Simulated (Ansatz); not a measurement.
# CH5 (doublet): wave-function methods side by side at distance C1–H5 along a hydrogen transfer = 1.607 Å, cc-pVTZ

Aim: climb from Hartree-Fock through coupled cluster and multireference methods for CH5 (doublet) at one geometry and basis, and see what each rung misses.

Program: Ansatz 0.2.0, Gaussian basis. Level of theory: cc-pVTZ, core rule «outside noble gas», up to 1 orbitals frozen. These are calculated values, not measurements.

Plan: UHF; CCSD(T) on ROHF; CCSD(T) on UHF; BCCD(T) on ROHF; CCSDT(Q) on ROHF; CCSDT(Q) on UHF; CASSCF and NEVPT2, 3 electrons in 3 orbitals; CASSCF and NEVPT2, 9 electrons in 9 orbitals.

## Step 1: The system

The geometry derives from fragments relaxed apart (PBE0/def2-TZVP) and kept rigid, so it is no stationary point. A hydrogen atom is moved between rigid fragments.

6 atoms, charge 0, spin multiplicity 2.

Atoms are counted from 1 here; the program's logs count them from 0.

Bond lengths: C1–H2 1.090 Å, C1–H3 1.090 Å, C1–H4 1.090 Å, H5–H6 0.745 Å. Angles: H2–C1–H3 109.5°, H2–C1–H4 109.5°, H3–C1–H4 109.5°.

## Step 2: UHF

The input, in.yaml:

```yaml
crystal:
  periodic: [false, false, false]
  atoms:
    - {symbol: C, position_ang: [-0.169625, 0.000000, 0.000000]}
    - {symbol: H, position_ang: [-0.532830, 1.027301, 0.000000]}
    - {symbol: H, position_ang: [-0.532830, -0.513650, 0.889668]}
    - {symbol: H, position_ang: [-0.532830, -0.513650, -0.889669]}
    - {symbol: H, position_ang: [1.437375, 0.000000, 0.000000]}
    - {symbol: H, position_ang: [2.182375, 0.000000, 0.000000]}
basis:
  gaussian: {orbitals: cc-pVTZ}
magnetization: {spin_polarized: true, initial_magnetization: 1}
hamiltonian: {xc: hf}
output: {orbitals: {seedname: orbitals}}
```

On the command line:

```console
ansatz run in.yaml --threads 1 --pin off --events-out ev --progress --plain --max-ram 4096MiB --backend cpu
```

The runs that follow: CCSD(T) on ROHF; CCSD(T) on UHF; BCCD(T) on ROHF; CCSDT(Q) on ROHF; CCSDT(Q) on UHF; CASSCF and NEVPT2, 3 electrons in 3 orbitals; CASSCF and NEVPT2, 9 electrons in 9 orbitals.

Q: Predict the results of all the runs planned. Wanted: UCCSDT(Q) below the RHF energy; RMP2 from UCCSDT(Q); UMP2 from UCCSDT(Q); RCCSD from UCCSDT(Q); RCCSD(T) from UCCSDT(Q); UCCSD(T) from UCCSDT(Q); RCCSDT(Q) from UCCSDT(Q); NEVPT2 pair from UCCSDT(Q); NEVPT2 valence from UCCSDT(Q).

**Answer**, as computed:

| quantity | value |
| --- | --- |
| UCCSDT(Q) below the RHF energy | -6.5148 eV |
| RMP2 from UCCSDT(Q) | +90.0 kJ/mol |
| UMP2 from UCCSDT(Q) | +90.3 kJ/mol |
| RCCSD from UCCSDT(Q) | +18.0 kJ/mol |
| RCCSD(T) from UCCSDT(Q) | +2.0 kJ/mol |
| UCCSD(T) from UCCSDT(Q) | +2.0 kJ/mol |
| RCCSDT(Q) from UCCSDT(Q) | +0.1 kJ/mol |
| NEVPT2 pair from UCCSDT(Q) | +88.0 kJ/mol |
| NEVPT2 valence from UCCSDT(Q) | +93.1 kJ/mol |
| levels within 1 kcal/mol (43 meV) | RCCSD(T), UCCSD(T), BCCD(T), RCCSDT, UCCSDT, RCCSDT(Q) |
| T1 diagnostic | 0.021 |
| effectively unpaired electrons | 1.02 |

RCCSD(T) lands +2.0 kJ/mol from the yardstick (0.3 % of the correlation energy). One determinant dominates. Of the multireference levels listed NEVPT2 pair comes nearest in total energy (+88.0 kJ/mol), which doesn't show that its space is the better one. These misses are within one basis, not against nature; the frozen cores of restricted and unrestricted runs differ, which can shift their rows.
